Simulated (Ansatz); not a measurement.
**C3H6FNO: a ladder of functionals and wavefunction methods**

How much do the methods differ for C3H6FNO? The plan is to run it at one geometry with functionals of several rungs and with coupled cluster. The yardstick is the atomisation energy at the CCSD(T) limit.

The runs use Ansatz 0.2.0, Gaussian basis; functionals in def2-TZVPP, the program's frozen cores in correlated methods.

Levels to be run: PBE-D4, r2SCAN-D4, PBE0-D4, B3LYP-D4, ωB97X-V, ωB97M-V, B2PLYP; CCSD(T)/def2-TZVPP; MP2/def2-QZVPP; extrapolation to the limit.

### 1 The geometry

The geometry comes from an earlier relaxation with PBE0-D4 in a triple-zeta def2 set; it is a stationary point, not always the lowest conformer.

SMILES `CC(N)(F)C=O`, 12 atoms, charge 0, spin multiplicity 1.

Atoms are counted from 1 here; the program's logs count them from 0.

Bond lengths: C1–C2 1.514 Å, C1–H7 1.092 Å, C1–H8 1.090 Å, C1–H9 1.091 Å, C2–N3 1.415 Å, C2–F4 1.392 Å, C2–C5 1.529 Å, N3–H10 1.011 Å, N3–H11 1.012 Å, C5–O6 1.193 Å, C5–H12 1.111 Å. Angles: C2–C1–H7 109.3°, C2–C1–H8 110.0°, C2–C1–H9 110.7°, H7–C1–H8 108.5°, H7–C1–H9 108.8°, H8–C1–H9 109.5°, C1–C2–N3 111.4°, C1–C2–F4 107.8°, C1–C2–C5 109.9°, N3–C2–F4 112.4°, N3–C2–C5 107.3°, F4–C2–C5 108.0°, C2–N3–H10 112.0°, C2–N3–H11 111.9°, H10–N3–H11 109.5°, C2–C5–O6 124.7°, C2–C5–H12 112.8°, O6–C5–H12 122.4°.

### 2 PBE-D4 (GGA)

in.yaml reads:

```yaml
crystal:
  periodic: [false, false, false]
  atoms:
    - {symbol: C, position_ang: [-0.046176, -0.723847, -1.097418]}
    - {symbol: C, position_ang: [-0.097992, -0.135330, 0.296245]}
    - {symbol: N, position_ang: [1.200417, 0.124991, 0.794209]}
    - {symbol: F, position_ang: [-0.809818, -1.017094, 1.104386]}
    - {symbol: C, position_ang: [-0.849941, 1.195525, 0.272456]}
    - {symbol: O, position_ang: [-1.834571, 1.431713, 0.903921]}
    - {symbol: H, position_ang: [0.539898, -1.645425, -1.078773]}
    - {symbol: H, position_ang: [-1.053378, -0.961348, -1.439838]}
    - {symbol: H, position_ang: [0.419977, -0.025878, -1.793678]}
    - {symbol: H, position_ang: [1.806469, -0.680510, 0.712584]}
    - {symbol: H, position_ang: [1.180172, 0.436251, 1.756686]}
    - {symbol: H, position_ang: [-0.378055, 1.945550, -0.396980]}
basis:
  gaussian: {orbitals: def2-TZVPP}
hamiltonian: {xc: pbe, dispersion: d4}
output: {forces: true, orbitals: {seedname: orbitals}}
```

Command:

```console
$ ansatz run in.yaml --threads 4 --pin off --events-out ev --progress --plain --max-ram 10444MiB
```

The runs that follow: r2SCAN-D4 (meta-GGA); PBE0-D4 (hybrid); B3LYP-D4 (hybrid); ωB97X-V (range-separated); ωB97M-V (range-separated); B2PLYP (double hybrid); CCSD(T) in def2-TZVPP; MP2 in def2-QZVPP.

Before running them: what should the planned runs give, taken together? Wanted: atomisation energy, CCSD(T)/CBS; farthest; mean size of error, hybrid; mean size of error, range-separated; gap, smallest and largest; T1 diagnostic; triples share of the correlation energy.

**Answer**, as computed:

| quantity | value |
| --- | --- |
| atomisation energy, CCSD(T)/CBS | 4828.7 kJ/mol |
| functionals within 24.1 kJ/mol (0.5 %) | r2SCAN-D4, B3LYP-D4, ωB97X-V |
| farthest | PBE-D4 (+172.4 kJ/mol) |
| mean size of error, hybrid | 20.6 kJ/mol |
| mean size of error, range-separated | 23.5 kJ/mol |
| gap, smallest and largest | 3.83 eV (PBE-D4), 11.52 eV (ωB97X-V) |
| T1 diagnostic | 0.0129 |
| triples share of the correlation energy | 3.8 % |

**Reading.** PBE-D4 misses by +172.4 kJ/mol. Double hybrids carry the basis error of their MP2 part in triple zeta, and no dispersion term here, so their miss is partly the set-up's. The reference freezes the cores and leaves out relativity and excitations past (T), so misses under about 24.1 kJ/mol can't be ranked. Hartree-Fock recovers 70 % of the binding; the rest is correlation. Orbital gaps span 3.8 to 11.5 eV; exact exchange widens them.
